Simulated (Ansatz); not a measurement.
# How far each method lies from full CI for AsH2⁺, singlet

Geometry: a PBE0/def2-TZVP stationary point for this spin, not checked as a minimum.

```xyz
3

As    0.0000   -0.0281    0.0000
H     0.0000    1.0446   -1.0909
H     0.0000    1.0446    1.0909
```

Basis cc-pVDZ; Ansatz 0.2.0. Only valence electrons are correlated (noble-gas cores and the filled d shells of p-block atoms frozen), which leaves 6 electrons in 23 orbitals. R marks a restricted (for open shells ROHF) determinant, U an unrestricted one. Active spaces: valence = (6e, 6o) chosen from the atoms' valence shells. No spin–orbit coupling is included, and no scalar relativity.

Full CI is exact within this basis and frozen core; it isn't the basis-set limit. The frozen core follows each run's orbitals, which can shift R against U totals by a few meV for light atoms and by up to 0.1 eV past Ca.

* UHF ⟨S²⟩: 0.239
* T1 diagnostic (RCCSD): 0.0120
* largest doubles amplitude (RCCSD): 0.088

```csv
level,E − E(full CI) (kcal/mol),share of correlation (%),wall time
RHF,74.45,0.00,–
RMP2,18.60,75.01,–
CISD,4.55,93.89,0.63 s
RCCSD,1.72,97.69,–
RCCSD(T),0.39,99.48,0.42 s
BCCD(T),0.39,99.48,0.51 s
RCCSDT,0.07,99.90,–
CISDTQ,0.08,99.89,1.2 s
RCCSDT(Q),0.02,99.98,1.1 s
RCCSDTQ,0.00,100.00,5 s
CASSCF (valence space),40.63,45.43,–
NEVPT2 (valence space),11.30,84.82,0.93 s
MRCISD (valence space),1.36,98.18,–
MRCISD+Q (valence space),0.03,99.96,1.3 s
```

The correlation energy at full CI, counted from RHF, is -3.229 eV. That run took 3.2 s on 1 thread of Arm Neoverse V1, shared host over 786,897 determinants.

Run but not shown, since their state, orbitals or frozen core can't be matched to the reference's or they repeat it: UHF.

Times hold each run's SCF and search for its determinant on a shared host, so for small cases they say little of a method's own cost; they ran on 1 thread of Arm Neoverse V1.

The full-CI state has the irrep A1 of C2v, in the program's axes.

Natural occupations of full CI about the gap: 1.964 1.946 1.915 0.052 0.043 0.028 0.011 0.007 0.007 0.006; effectively unpaired electrons, Σ n²(2−n)², 0.06.
